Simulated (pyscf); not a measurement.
Optimised with ωB97X-D3(BJ)/def2-SVP in PySCF.

### Question
Estimate by transition-state theory the rate constant of Cl–SiH₂–Cl + H₂ → H₃Si–Cl + HCl (singlet surface; Cl–Si, H–H broken, H–Si, Cl–H formed) at 900 K, with ωB97M-D3(BJ)/def2-TZVP energies (ideal gas, 1 atm, RRHO with modes under 100 cm⁻¹ raised to 100, one conformer, R ln 2 for chiral ones without a mode under 150 cm⁻¹; no tunnelling).

### Answer
The electronic barrier is 51.3 kcal/mol and the thermal terms add +25.7, so ΔG‡ = 77.0 kcal/mol. With k_BT/h = 1.88e+13 s⁻¹ and RT = 1.788 kcal/mol, and a volume of 1.23e-19 cm³ per molecule at 1 atm, k = 4.5e-25 cm³ molecule⁻¹ s⁻¹. Wigner's tunnelling factor for 870i cm⁻¹ would be 1.08. A shift of 1 kcal/mol in the barrier changes k by a factor 1.7. One saddle was located; it need not be the lowest between these sides.
